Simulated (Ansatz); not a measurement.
in.yaml

```yaml
crystal:
  periodic: [false, false, false]
  atoms:
    - {symbol: Sb, position_ang: [0.000000, 0.000000, 0.000000]}
    - {symbol: H, position_ang: [0.000000, 0.000000, -2.110900]}
    - {symbol: H, position_ang: [0.000000, 0.000000, 2.110900]}
basis:
  gaussian: {orbitals: def2-SVPD}
total_charge: -1
magnetization: {spin_polarized: true, initial_magnetization: 2}
correlation: {method: mp2, electrons: valence}
```

```sh
$ ansatz run in.yaml --threads 1 --pin off --events-out ev --progress --plain --max-ram 2393MiB
```

Log:

```
573 factors; integrals over basis functions are off by at most 4.5e-4 eV
mean field evaluation 1: about -6538.4959 eV, gradient 9.2e0 eV
mean field evaluation 2: about -6538.5062 eV, gradient 9.2e0 eV
mean field evaluation 4: about -6539.3184 eV, gradient 9.4e-1 eV
mean field evaluation 8: about -6539.3420 eV, gradient 7.0e-2 eV
mean field evaluation 16: about -6539.1129 eV, gradient 9.5e-1 eV
mean field evaluation 32: about -6539.1575 eV, gradient 7.3e-1 eV
mean field -6539.34229758 eV, -240.3163969107 hartree, gradient 3.0e-6 eV, S^2 2.018225; 10 other end points of the search recorded, 0 dependent functions left out
4 core orbitals not correlated: weight in the atoms' cores, before any rotation towards them, 1.000 or more for the frozen orbitals, at most 0.000 for the correlated occupied ones
reference -6539.34229758 eV, -240.3163969107 hartree; 10, 8 occupied and 34, 36 virtual orbitals, 573 factors
second order -3.43731629 eV of doubles, -0.00000000 eV of singles
Total energy: -6542.77961387 eV, -240.4427159543 hartree
```

Ran on 1 thread of Arm Neoverse V1, shared host: 1.1 s wall, 0.09 GiB peak host memory.
